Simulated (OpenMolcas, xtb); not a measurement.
A ladder of methods for C3H5Cl (SMILES C/C=C/Cl)

C3H5Cl has 9 atoms, charge 0, and is taken as a singlet. As SMILES, `C/C=C/Cl`. The coordinates come from a PBE0-D4/def2-TZVP relaxation.

Quantity: the dipole moment, in D. The values are calculated.

Measured value to compare with: NIST CCCBDB gives the dipole moment of the gas as 1.97 D.

| level | kind | program | value (D) | computed − measured | CPU time |
| --- | --- | --- | --- | --- | --- |
| GFN2-xTB | semi-empirical | xtb | 2.19 | +0.22 | under 2 s |
| GFN0-xTB | semi-empirical | xtb | 1.22 | -0.75 | under 2 s |
| HF/cc-pVDZ | Hartree–Fock | OpenMolcas | 2.15 | +0.18 | 11 s |
| SVWN5/cc-pVDZ | LDA | OpenMolcas | 1.83 | -0.14 | 37 s |
| BLYP/cc-pVDZ | GGA | OpenMolcas | 1.73 | -0.24 | 59 s |
| r2SCAN/cc-pVDZ | meta-GGA | OpenMolcas | 1.94 | -0.03 | 80 s |
| B3LYP/cc-pVDZ | global hybrid | OpenMolcas | 1.85 | -0.12 | 54 s |

Nearest: r2SCAN/cc-pVDZ (-0.03 D); farthest: GFN0-xTB (-0.75 D). The measured dipole is a vibrational average, so differences of a few hundredths of a debye mean little. Computed less measured by kind, in D (of the ab initio rows, those in cc-pVDZ): semi-empirical -0.75 to +0.22; Hartree–Fock +0.18; LDA -0.14; GGA -0.24; meta-GGA -0.03; global hybrid -0.12. Magnitudes only. CPU times are rough (shared hosts, several kinds of processor and program).
